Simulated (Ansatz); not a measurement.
Task: a search for lower mean-field states of MgO (charge -1), with the Python package of Ansatz (0.2.0). Give the script and its output. Settings (for the species named): B3LYP, 6-31G* basis, multiplicity 2.

```
atom   x (Å)   y (Å)   z (Å)
  Mg  0.0000  0.0000  0.0000
   O  0.0000  0.0000  2.0550
```

`mgo_states.py`:
```python
'''Restricted and unrestricted solutions of MgO(-), stretched and not.'''

from dataclasses import dataclass

import ansatz as az
import numpy as np


@dataclass(frozen=True)
class Settings:
    basis: str = '6-31G*'
    functional: str = 'b3lyp'
    net_charge: int = -1


settings = Settings()


def main() -> None:
    mol = (
        az.Crystal.molecule()
        .atom('Mg', (0.0, 0.0, 0.0))
        .atom('O', (0.0, 0.0, 2.055))
    )
    symbols = [site.symbol for site in mol.cartesian_sites]

    start = np.array([site.position_ang for site in mol.cartesian_sites])
    for factor in [1.0, 1.5]:
        xyz = (start - start.mean(axis=0)) * factor
        scaled = az.Crystal.molecule()
        for symbol, place in zip(symbols, xyz):
            scaled = scaled.atom(symbol, place.tolist())
        job = (
            scaled.calculation()
            .basis(gaussian=settings.basis)
            .functional(settings.functional)
            .charge(settings.net_charge)  # electrons removed from the neutral system
            .spin('collinear', total=1)
        )
        for search in ('off', 'standard'):
            try:
                report = job.scf(lower_state_search=search).run(threads=1).report
            except az.AnsatzError as error:
                print(f'x{factor} search {search}: {type(error).__name__}')
                continue
            state = report['mean_field']['state']
            print(f'all distances x{factor}, search {search:8s} E = {report["free_energy_ev"]:.5f} eV  <S^2> = {abs(state["spin_squared"]):.3f}  other states met: {len(report["mean_field"]["others"])}')


if __name__ == '__main__':
    main()
```

```console
$ python mgo_states.py
all distances x1.0, search off      E = -7490.32518 eV  <S^2> = 0.772  other states met: 0
all distances x1.0, search standard E = -7490.32563 eV  <S^2> = 0.779  other states met: 7
all distances x1.5, search off      E = -7488.44988 eV  <S^2> = 0.805  other states met: 0
all distances x1.5, search standard E = -7488.75049 eV  <S^2> = 0.778  other states met: 8
```

Notes:
- Total energies depend on the basis set; only differences at equal settings carry meaning.
- The count of other states can hold repeated and symmetry-equivalent ends of the search; scaling all distances is a test, and for more than two atoms no physical path.
- The run takes the species as open-shell (spin multiplicity 2), which needn't be its ground state.
- The expectation value of S² is noticeably off S(S+1) in at least one run, so that state is spin-contaminated.
- b3lyp holds the VWN-RPA fit, as in Gaussian; the form of ORCA and Turbomole is b3lyp5.
- The spin state was assumed, and another may lie lower.
- Anions want diffuse functions, which this basis lacks.
- Run time: 10 s on 1 thread of Arm Neoverse V1 (shared host), peak memory 0.16 GiB.
